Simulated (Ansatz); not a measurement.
`[F][AlH][PH2]` + PH₃ → `PP` + `[F][AlH2]` at 700 K and 1 bar (cleavage of the P–Al bond).

Isolated molecules relaxed with PBE0-D4/def2-TZVP in Ansatz; ΔE leaves out vibrations. CCSD(T)/CBS is the MP2 limit (def2-TZVPP, def2-QZVPP) plus CCSD(T) − MP2 in def2-TZVPP, frozen cores. This one scheme is used for every species. Each species was taken in one conformer, which may not be the lowest.

| species | CCSD(T)/CBS energy (Eh) | H − E (kJ/mol) | S (J/(mol·K)) |
| --- | --- | --- | --- |
| `[F][AlH][PH2]` | -684.62569 | 123.6 | 384.2 |
| PH₃ | -342.72256 | 91.5 | 248.3 |
| `PP` | -684.26248 | 137.7 | 339.9 |
| `[F][AlH2]` | -343.06661 | 74.9 | 289.9 |

H − E and S are ideal-gas, rigid-rotor, harmonic terms from PBE0-D4/def2-TZVP, for one conformer and one mirror image of each species. 1 Eh = 2625.50 kJ/mol, R = 8.31446 J/(mol·K).

Question: By hand: ΔE, ΔH, ΔS and ΔG.

Answer: ΔE = (-684.26248) + (-343.06661) − (-684.62569) − (-342.72256) = 0.01916 Eh = 50.3 kJ/mol. Δ(H − E) = 137.7 + 74.9 − 123.6 − 91.5 = -2.5, so ΔH = 47.8 kJ/mol. ΔS = 339.9 + 289.9 − 384.2 − 248.3 = -2.7 J/(mol·K). ΔG = 47.8 − 700 × (-2.7)/1000 = 49.7 kJ/mol.

Question: By hand: the equilibrium constant, and the temperature at which ΔG would vanish if ΔH and ΔS stayed fixed.

Answer: log₁₀ K = −ΔG/(RT ln 10) = -3.7. ΔH and −TΔS have one sign here, so there is no such temperature. One of them is within its doubt of zero, so this could turn.

The number of gas molecules stays the same, so ΔS is small and ΔH decides. A doubt of 5 kJ/mol in ΔE shifts log₁₀ K by 0.4 here. Other conformers and mirror images would add mixing entropy, several J/(mol·K) or more a flexible species. These are equilibria of isolated gas molecules and say nothing of rates. Largest T1 diagnostic: 0.014 (customary marks: 0.02 for closed shells, 0.045 for open ones).
